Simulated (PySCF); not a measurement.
**Frontier levels across methods**

CHF2CH2SH, C₂H₄F₂S.
Cartesian coordinates in Å at the PBE0-D3(BJ)/def2-SVP level; atoms count from 1:
```
atom  x, y, z in Å
F1    -1.3184    1.0195   -0.2211
C2    -0.8987   -0.2241    0.1152
F3    -1.0921   -0.3841    1.4358
C4     0.5557   -0.3934   -0.2523
S5     1.6679    0.7783    0.5674
H6    -1.5376   -0.9514   -0.4196
H7     0.6559   -0.3344   -1.3468
H8     0.8848   -1.3960    0.0576
H9     1.0825    1.8856    0.0639
```

Basis pcSseg-2 throughout (PySCF), one geometry. The structure is a single PBE0-D3(BJ)/def2-SVP conformer in the gas phase; no vibrational or solvent corrections.

How do the orbital energies, the gap and the dipole change with the method?

```tsv
method	kind	HOMO (eV)	LUMO (eV)	gap (eV)	μ (D)	SCF cycles
BLYP	GGA	-5.79	-0.64	5.15	2.35	14
B97-D	GGA	-5.90	-0.59	5.31	2.36	14
OPBE	GGA	-5.91	-0.56	5.35	2.31	14
PBE	GGA	-5.93	-0.69	5.24	2.34	14
KT2	GGA	-6.01	-0.74	5.27	2.35	15
KT3	GGA	-6.02	-0.79	5.23	2.31	15
BP86	GGA	-6.02	-0.70	5.32	2.36	14
LDA	LDA	-6.05	-0.84	5.21	2.42	14
B97-2	global hybrid	-6.94	0.18	7.12	2.46	12
B3LYP	global hybrid	-6.96	-0.11	6.85	2.46	13
PBE0	global hybrid	-7.20	0.18	7.38	2.47	12
mPW1PW91	global hybrid	-7.22	0.17	7.39	2.48	12
BHandHLYP	global hybrid	-8.34	0.82	9.16	2.59	12
CAM-B3LYP	range-separated hybrid	-8.57	0.97	9.55	2.53	12
wB97X-D	range-separated hybrid	-9.08	1.95	11.03	2.51	12
LC-wPBE	range-separated hybrid	-9.99	2.15	12.14	2.55	14
HF	Hartree–Fock	-10.12	2.48	12.60	2.73	10
```

The HOMO spans 4.33 eV, from BLYP down to HF, and the gap runs from 5.15 eV (BLYP) to 12.60 eV (HF). Over the methods BLYP (0 %), B97-D (0 %), OPBE (0 %), PBE (0 %), KT2 (0 %), KT3 (0 %), BP86 (0 %), LDA (0 %), B97-2 (21 %), B3LYP (20 %), PBE0 (25 %), mPW1PW91 (25 %), BHandHLYP (50 %), HF (100 %), a straight line through the gap against the share of exact exchange rises by 0.75 eV for each 10 % (correlation coefficient 0.998). The dipole ranges from 2.31 D (OPBE) to 2.73 D (HF). This basis has no diffuse functions.

The vertical ΔSCF ionisation energy at B3LYP/def2-SVPD is 9.70 eV; −ε(HOMO) comes closest to it with LC-wPBE (9.99 eV).
